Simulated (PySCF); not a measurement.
Predicted microwave data (PySCF, PBE0-D3(BJ)/def2-SVP geometry optimisation, gas phase) for one isomer of C4H7NS:

| Quantity | Value |
| --- | --- |
| Rotational constants | A = 7791, B = 1486, C = 1310 MHz |
| Dipole components | \|μa\| = 3.79 D, \|μb\| = 2.18 D, \|μc\| = 0.17 D |
| Inertial defect | -19.23 u·Å² |
| κ | -0.95 |

Question: Which candidate fits, each taken in the one conformer that was computed?
A. `[CH2:1]=[CH:2][CH2:3][C:4]([NH2:5])=[S:6]` with C1–C2–C3–C4 -112°, C2–C3–C4–N5 37°, C3–C4–N5–H 178° and -4°
B. `[CH3:1][C@@H:2]([SH:3])[CH2:4][C:5]#[N:6]` with C1–C2–S3–H 57°, C1–C2–C4–C5 61°

Answer: A. It is C=CCC(N)=S, a near-prolate asymmetric top, point group C1. The candidates at the same level (rigid rotor, commonest isotopes):

```csv
SMILES,A (MHz),B (MHz),C (MHz),μa (D),μb (D),μc (D),Δ (u·Å²),point group,rotor
C=CCC(N)=S,7791,1486,1310,3.79,2.18,0.17,-19.23,C1,near-prolate asymmetric top
C[C@@H](S)CC#N,6777,1460,1268,2.52,0.03,1.33,-22.24,C1,near-prolate asymmetric top
```

`C[C@@H](S)CC#N` has A 13 % too low. No structure here is proved a minimum.
